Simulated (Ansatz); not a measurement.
Molecular dynamics, step by step

CH₂NO (charge -1), closed shell, PBE-D4/def2-SVP (Ansatz 0.2.0). Settings (timestep in fs, temperature in K; T counts 9 degrees of freedom):

```yaml
hamiltonian: {xc: pbe, dispersion: d4}
md: {n_steps: 30, timestep: 0.5, temperature: 1500, ensemble: nve, seed: 573, initial_velocities: maxwell_boltzmann}
```

Start:

```tsv
atom	x (Å)	y (Å)	z (Å)
O1	-0.4076	-0.1757	-0.9585
H2	0.3952	0.1658	-1.3786
C3	-0.0406	-0.0164	0.4629
N4	1.0045	0.4301	0.8945
H5	-0.9516	-0.4038	0.9797
```

```json
{"step": "0", "time (fs)": "0.00", "potential energy less the start (meV)": "0.0", "kinetic energy (meV)": "581.7", "T (K)": "1500"}
{"step": "2", "time (fs)": "1.00", "potential energy less the start (meV)": "36.8", "kinetic energy (meV)": "545.1", "T (K)": "1406"}
{"step": "4", "time (fs)": "2.00", "potential energy less the start (meV)": "75.0", "kinetic energy (meV)": "506.9", "T (K)": "1307"}
{"step": "6", "time (fs)": "3.00", "potential energy less the start (meV)": "114.5", "kinetic energy (meV)": "467.3", "T (K)": "1205"}
{"step": "8", "time (fs)": "4.00", "potential energy less the start (meV)": "162.0", "kinetic energy (meV)": "419.7", "T (K)": "1082"}
{"step": "10", "time (fs)": "5.00", "potential energy less the start (meV)": "219.2", "kinetic energy (meV)": "362.6", "T (K)": "935"}
{"step": "12", "time (fs)": "6.00", "potential energy less the start (meV)": "279.8", "kinetic energy (meV)": "302.2", "T (K)": "779"}
{"step": "14", "time (fs)": "7.00", "potential energy less the start (meV)": "336.6", "kinetic energy (meV)": "245.5", "T (K)": "633"}
{"step": "16", "time (fs)": "8.00", "potential energy less the start (meV)": "382.6", "kinetic energy (meV)": "199.7", "T (K)": "515"}
{"step": "18", "time (fs)": "9.00", "potential energy less the start (meV)": "409.2", "kinetic energy (meV)": "173.1", "T (K)": "446"}
{"step": "20", "time (fs)": "10.00", "potential energy less the start (meV)": "415.3", "kinetic energy (meV)": "166.7", "T (K)": "430"}
{"step": "22", "time (fs)": "11.00", "potential energy less the start (meV)": "416.2", "kinetic energy (meV)": "165.5", "T (K)": "427"}
{"step": "24", "time (fs)": "12.00", "potential energy less the start (meV)": "430.3", "kinetic energy (meV)": "151.3", "T (K)": "390"}
{"step": "26", "time (fs)": "13.00", "potential energy less the start (meV)": "457.3", "kinetic energy (meV)": "124.7", "T (K)": "322"}
{"step": "28", "time (fs)": "14.00", "potential energy less the start (meV)": "476.1", "kinetic energy (meV)": "106.3", "T (K)": "274"}
{"step": "30", "time (fs)": "15.00", "potential energy less the start (meV)": "466.4", "kinetic energy (meV)": "115.9", "T (K)": "299"}
```

Step 6, positions (Å) and forces (eV/Å):

```csv
atom,x,y,z,Fx,Fy,Fz
O1,-0.380,-0.177,-0.958,-1.107,-0.157,-0.554
H2,0.403,0.273,-1.377,-0.234,-0.273,0.767
C3,-0.081,-0.008,0.501,1.250,-0.004,-1.612
N4,1.006,0.419,0.856,1.014,0.731,1.324
H5,-0.940,-0.451,1.045,-0.924,-0.296,0.075
```

Step 10, positions (Å) and forces (eV/Å):

```tsv
atom	x	y	z	Fx	Fy	Fz
O1	-0.365	-0.178	-0.958	-1.273	0.005	-0.503
H2	0.405	0.335	-1.346	-0.477	-0.545	0.946
C3	-0.103	-0.002	0.520	1.542	-0.297	-1.385
N4	1.011	0.415	0.835	0.167	0.564	1.539
H5	-0.977	-0.497	1.093	0.041	0.273	-0.598
```

Step 20, positions (Å) and forces (eV/Å):

| atom | x | y | z | Fx | Fy | Fz |
| --- | --- | --- | --- | --- | --- | --- |
| O1 | -0.346 | -0.183 | -0.963 | -2.297 | -0.320 | 0.256 |
| H2 | 0.384 | 0.431 | -1.152 | 0.574 | -0.021 | -0.104 |
| C3 | -0.135 | 0.007 | 0.549 | 2.331 | -0.637 | -1.428 |
| N4 | 1.020 | 0.409 | 0.801 | -1.170 | 0.349 | 1.836 |
| H5 | -1.023 | -0.539 | 1.096 | 0.562 | 0.629 | -0.560 |

Last step (30):

```
atom    x (Å)    y (Å)    z (Å)
  O1  -0.3548  -0.1883  -0.9656
  H2   0.4268   0.4594  -0.9709
  C3  -0.1210   0.0044   0.5475
  N4   1.0140   0.4104   0.7989
  H5  -0.9946  -0.4709   1.0046
```

The run took about 10 s on 2 CPU threads of an Intel Xeon Platinum 8488C (shared host).
